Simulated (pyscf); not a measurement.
Optimised with ωB97X-D3(BJ)/def2-SVP in PySCF.

**Question.** PBE/def2-TZVP puts the barrier of [HB–OH]• (SMILES [BH]O) + H₂ (SMILES [H][H]) → H₂B–OH (SMILES BO) + H• (SMILES [H]) (hydrogen abstraction; doublet surface; H–H broken, B–H formed) at 4.6 kcal/mol and the reaction energy at -1.4 kcal/mol, from the separated reactants. What do r²SCAN/def2-TZVP, B3LYP-D3(BJ)/def2-TZVP, ωB97M-D3(BJ)/def2-TZVP give on the same structures?

**Answer.** r²SCAN: ΔE‡ = 6.5 kcal/mol, ΔE = +1.4 kcal/mol; B3LYP-D3(BJ): ΔE‡ = 6.3 kcal/mol, ΔE = -0.1 kcal/mol; ωB97M-D3(BJ): ΔE‡ = 7.8 kcal/mol, ΔE = -3.9 kcal/mol. PBE's barrier lies under all of them, by 1.8 to 3.2 kcal/mol. Its reaction energy lies among theirs. [HB–OH]• lies 5.8 kcal/mol over its isomer H₂B–O• (electronic energy, ωB97M-D3(BJ)/def2-TZVP). One saddle was located; it need not be the lowest between these sides. The angle at the transferred H is 174°.
